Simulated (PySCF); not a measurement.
These compounds are isomers of formula C6H6.

A. benzene (C1=CC=CC=C1)
B. `C#CCC#CC`
C. `C1=CC2C=CC12`

Spectrum 1. 1H NMR (500 MHz, computed): δ 6.98 (m, 4H), 4.06 (m, 2H). 13C{1H} NMR (computed): δ 154.5 (CH), 53.9 (CH).

Spectrum 2. 1H NMR (500 MHz, computed): δ 3.22 (quint, J = 3.6 Hz, 2H), 1.99 (t, J = 3.5 Hz, 3H), 1.43 (t, J = 3.8 Hz, 1H). 13C{1H} NMR (computed): δ 83.9 (C), 83.9 (C), 79.2 (C), 75.1 (CH), 11.7 (CH2), 4.7 (CH3).

Spectrum 3. 1H NMR (500 MHz, computed): δ 7.66 (s, 6H). 13C{1H} NMR (computed): δ 133.9 (CH).

Theory: GFN2-xTB geometry, B3LYP/pcJ-1 coupling constants (spin–dipole term left out of most H,H and C,H couplings), NMR shieldings at PBE0/pcSseg-1/GIAO, in PySCF 2.14.0 with density-fitted response routines (averaged over atoms made equivalent by symmetry, fast rotation or ring inversion, no relativistic terms, no solvent, a single conformation).

Chemical shifts δ = σref − σ; TMS for 1H (31.72 ppm), 13C (186.93 ppm), all at this level. Multiplet labels drop J under 1 Hz and among equivalent protons, and merge close values. Unscaled 3J(H,H) run several per cent high. Shifts are as computed. Against solution values, carbons near 30 ppm lie about +3 ppm off and those near 130 ppm about +5 ppm. Of 1211 compounds with measured shifts, 218 miss one by over three times the rms of a fit or turn the order of signals round; such compounds aren't used in these exercises.

Problem. Which spectrum belongs to which compound?

Solution. 1–C, 2–B, 3–A.

- Spectrum 1 (C): 2 13C signals; δC 154.5 is an alkene CH; δC 53.9 is an allylic sp3 CH.
- Spectrum 2 (B): 6 13C signals; δC 83.9 is an alkyne carbon; δC 83.9 is an alkyne carbon.
- Spectrum 3 (A): a single 13C signal, at 133.9 ppm (aromatic CH); δH 7.66 is the hydrogen on an aromatic CH.
